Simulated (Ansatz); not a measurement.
# C₂H₂O₂: up Jacob's ladder to CCSD(T)

One table from this session's results is given with a row withheld; the runs are named, their logs left out.

Computed with Ansatz 0.2.0, Gaussian basis. Level: functionals in def2-TZVPP, the program's frozen cores in correlated methods.

The runs, in order: LDA (SPW92), PBE-D4, revPBE-D4, BLYP-D4, r2SCAN-D4, B97M-V, PBE0-D4, B3LYP-D4, r2SCANh-D4, r2SCAN0-D4, HSE06-D4, BHLYP-D4, CAM-B3LYP-D4, LC-ωPBE, ωB97X-V, ωB97M-V, B2PLYP, PBE-QIDH; CCSD(T)/def2-SVP; CCSD(T)/def2-TZVPP; MP2/def2-QZVPP; extrapolation to the limit; RPA on PBE.

**The relaxed structure**

All runs share one geometry, relaxed beforehand with PBE0-D4 in a triple-zeta def2 set.

SMILES `O=C1CO1`, 6 atoms, charge 0, spin multiplicity 1.

Atoms are counted from 1 here; the program's logs count them from 0.

Bond lengths: O1–C2 1.181 Å, C2–C3 1.441 Å, C2–O4 1.323 Å, C3–O4 1.504 Å, C3–H5 1.085 Å, C3–H6 1.085 Å. Angles: O1–C2–C3 155.2°, O1–C2–O4 139.0°, C3–C2–O4 65.8°, C2–C3–O4 53.3°, C2–C3–H5 120.6°, C2–C3–H6 120.6°, O4–C3–H5 113.7°, O4–C3–H6 113.6°, H5–C3–H6 116.8°, C2–O4–C3 60.9°.

The first run:

File in.yaml:

```yaml
crystal:
  periodic: [false, false, false]
  atoms:
    - {symbol: O, position_ang: [-0.715950, -1.717637, 0.667971]}
    - {symbol: C, position_ang: [-0.355641, -0.735118, 0.121236]}
    - {symbol: C, position_ang: [0.322879, 0.532565, 0.020006]}
    - {symbol: O, position_ang: [-0.451761, -0.161005, -1.067017]}
    - {symbol: H, position_ang: [1.391039, 0.574861, -0.165517]}
    - {symbol: H, position_ang: [-0.148465, 1.442234, 0.377020]}
basis:
  gaussian: {orbitals: def2-TZVPP}
hamiltonian: {xc: lda}
output: {orbitals: {seedname: orbitals}}
```

Command:

```console
> ansatz run in.yaml --threads 2 --pin off --events-out ev --progress --plain --max-ram 4352MiB
```

Among the steps run: LDA; PBE-D4 (GGA); revPBE-D4 (GGA); BLYP-D4 (GGA); r2SCAN-D4 (meta-GGA); B97M-V (meta-GGA); PBE0-D4 (hybrid); B3LYP-D4 (hybrid); r2SCANh-D4 (hybrid); r2SCAN0-D4 (hybrid); HSE06-D4 (hybrid); BHLYP-D4 (hybrid); CAM-B3LYP-D4 (range-separated); LC-ωPBE (range-separated); ωB97X-V (range-separated); ωB97M-V (range-separated); B2PLYP (double hybrid); PBE-QIDH (double hybrid).

One table of the session follows, with a row left open; its other results are not shown here.

It belongs to the step «Frontier levels by functional». 

```
  functional  HOMO (eV)  gap (eV)
 LDA (SPW92)          ?         ?
      PBE-D4      -6.73      5.48
   revPBE-D4      -6.65      5.51
     BLYP-D4      -6.65      5.50
   r2SCAN-D4      -7.04      6.08
      B97M-V      -7.13      6.32
     PBE0-D4      -8.31      8.23
    B3LYP-D4      -8.08      7.69
  r2SCANh-D4      -7.63      7.09
  r2SCAN0-D4      -8.53      8.62
    HSE06-D4      -7.90      7.43
    BHLYP-D4      -9.85     11.01
CAM-B3LYP-D4      -9.79     10.92
     LC-ωPBE     -11.09     13.51
     ωB97X-V     -10.74     13.10
     ωB97M-V     -10.68     12.95
```

Estimate the missing values for LDA (SPW92).

**Answer.** HOMO (eV): -6.93; gap (eV): 5.41. In the column «HOMO (eV)» it lies between r2SCAN-D4 (-7.04) and PBE-D4 (-6.73).
